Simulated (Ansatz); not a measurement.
C3H5ClO, SMILES CC=C(O)Cl, vertical spin-state energies

With Ansatz 0.2.0 through its Python package.

The cells in order, each with its output:

In [1]:
```python
import ansatz
```

In [2]:
```python
BASIS = '6-31G*'
FUNCTIONAL = 'PBE0'
```

In [3]:
```python
GEOMETRY = '''
C    -1.17460   -0.78700    0.12170
C    -0.20440    0.23320    0.58840
C     0.88330    0.56840   -0.08140
O     1.30660    0.02830   -1.28610
Cl    2.01890    1.70700    0.58150
H    -2.19420   -0.23020    0.01380
H    -0.94480   -1.17900   -0.85600
H    -1.28570   -1.53930    0.82740
H    -0.40450    0.71600    1.59290
H     2.08270    0.43160   -1.49920
'''
```

In [4]:
```python
geometry = ansatz.Crystal.molecule()
for line in GEOMETRY.strip().splitlines():
    symbol, *xyz = line.split()
    geometry = geometry.atom(symbol, [float(v) for v in xyz])
```

In [5]:
```python
setup = (
    geometry.calculation()
    .basis(gaussian=BASIS)
    .functional(FUNCTIONAL)
)
found = {}
for unpaired in [0, 2]:
    data = setup.spin('collinear', total=unpaired).run(threads=1).report
    s = unpaired / 2
    found[unpaired] = data['free_energy_ev']
    print(f'2S+1 = {unpaired + 1}: E = {found[unpaired]:.5f} eV, <S^2> = {abs(data["mean_field"]["state"]["spin_squared"]):.3f} (pure state {s * (s + 1):.2f})')
lowest = min(found, key=found.get)
for unpaired, e in found.items():
    print(f'multiplicity {unpaired + 1}: {23.060548 * (e - found[lowest]):.1f} kcal/mol above the lowest')
```
```text
2S+1 = 1: E = -17750.48599 eV, <S^2> = 0.000 (pure state 0.00)
2S+1 = 3: E = -17746.23510 eV, <S^2> = 2.008 (pure state 2.00)
multiplicity 1: 0.0 kcal/mol above the lowest
multiplicity 3: 98.0 kcal/mol above the lowest
```

In order: multiplicity 1 (+0.00 eV) and multiplicity 3 (+4.25 eV), all at the one geometry.

Notes:
- The settings weren't tested for convergence.
- The geometry is a force-field or estimated start, not a minimum of this method, and the basis set is short of its limit. All parts are taken at fixed geometry, without zero-point energy.
- The whole script took 8.3 s on 1 thread of Intel(R) Xeon(R) Platinum 8488C (Sapphire Rapids), on a shared host, peak memory 0.3 GiB.

(Lines on the test bed's own set-up are left out of the output.)
